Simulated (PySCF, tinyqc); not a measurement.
Orbital energy against energy difference: ionisation energy by orbital energies and by energy differences in the 6-31g basis, for CH2, spin multiplicity 1. Computed by the program tinyqc with PySCF. 

Geometry (angstrom):

| atom | x | y | z |
|---|---|---|---|
| C | 0.0000 | 0.0000 | 0.0000 |
| H | 0.0000 | 0.8350 | 0.6000 |
| H | 0.0000 | -0.8350 | 0.6000 |

CCSD(T) difference in the same basis = 9.2735 eV

IP-EOM-CCSD = 9.2353 eV

The cation is unrestricted; errors are against CCSD(T) in this basis, not against experiment.

First vertical ionisation energy (eV):

| method | -e(HOMO) | E(cation) - E | error of -e(HOMO) | error of the difference |
|---|---|---|---|---|
| HF | 9.967 | 8.56675 | 0.693 | -0.707 |
| LDA | 4.820 | 6.22333 | -4.453 | -3.050 |
| PBE | 4.544 | 9.72496 | -4.730 | 0.452 |
| B3LYP | 5.857 | 9.85110 | -3.416 | 0.578 |
| PBE0 | 6.122 | 9.69784 | -3.151 | 0.424 |
| CAM-B3LYP | 7.601 | 9.83373 | -1.672 | 0.560 |
| LC-wPBE | 9.125 | 9.78814 | -0.148 | 0.515 |

Koopmans errs by +0.69 eV and Delta-HF by -0.71 eV: relaxation, 1.40 eV, lowers the value and the missing correlation difference works against it. The PBE level is off by -4.7 eV through the wrong tail of its potential, though its energy difference is off by +0.45 eV; exact exchange deepens the level, and among the orbital energies LC-wPBE comes closest; among the differences PBE0 does. The restricted reference is unstable here: a spin-polarised solution lies 0.0257 hartree lower (PySCF), so results built on it describe a poor reference.
